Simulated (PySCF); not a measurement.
P₂.
SMILES: `P#P`

The calculation used PySCF 2.14.0, CAM-B3LYP/6-31+G* geometry optimisation, gas phase.

Masses are those of the commonest isotopes; rigid-rotor values at the optimised geometry. 

Problem. What are the moment of inertia and the rotational constant?

Solution. I = 54.816 u·Å², B = 505379 MHz·u·Å²/I = 9220 MHz (0.3075 cm⁻¹, or 0.442 K as hB/k). For two atoms I = μr² with μ = 15.4869 u and r = 1.8814 Å.

Problem. List the first levels of a rigid rotor in a Σ state.

Solution. E(J) = BJ(J+1): J = 1: 0.615, J = 2: 1.845, J = 3: 3.690, J = 4: 6.151, J = 5: 9.226, J = 6: 12.916 cm⁻¹.

Problem. Has it a pure rotational spectrum?

Solution. Not by electric dipole: D∞h allows no dipole (computed 0.00 D). Rotational Raman lines (ΔJ = 2) lie at B(4J + 6), spaced by 4B = 1.230 cm⁻¹, with nuclear-spin weights that differ between even and odd J.

Problem. Estimate the classical rotational partition function at 10 K, 50 K and 200 K.

Solution. Point group D∞h, symmetry number σ = 2; q = kT/(σhB), k/h = 20836.6 MHz/K: 11.3 at 10 K, 56.5 at 50 K, 226 at 200 K.

Whether it is a minimum is left open (no frequencies). Constants of a rigid frame at the computed geometry: no zero-point averaging, no centrifugal distortion.
